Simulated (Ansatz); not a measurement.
We consider rock-salt BaS, described by G0W0@HSE06 (hard PAW, contour deformation; Ansatz, a quantum-chemistry and plane-wave program).

The same calculation (at the measured cell, 32.599 Å³/atom) with different numerical settings; throughout: k mesh 2×2×2:

| run | response cutoff (eV) | empty bands | quasiparticle gap on the mesh (eV) | quasiparticle gap at Γ (eV) | rough time |
|---|---|---|---|---|---|
| 1 | 100 | 272 | 3.479 | 5.029 | 50 core-s |
| 2 | 150 | 500 | 3.566 | 5.097 | 3 core-min |
| 3 | 200 | 769 | 3.614 | 5.132 | 4 core-min |
| 4 | 250 | 1075 | 3.635 | 5.147 | 7 core-min |
| 5 | 300 | 1413 | 3.650 | 5.155 | 10 core-min |

In the column quasiparticle gap on the mesh (eV) the first row differs from the last by -0.171 and the next to last by -0.015.

The last row is no converged limit: other settings stay fixed.

Spin–orbit coupling is not included.

Note: GW on a hybrid start was not checked against another program.
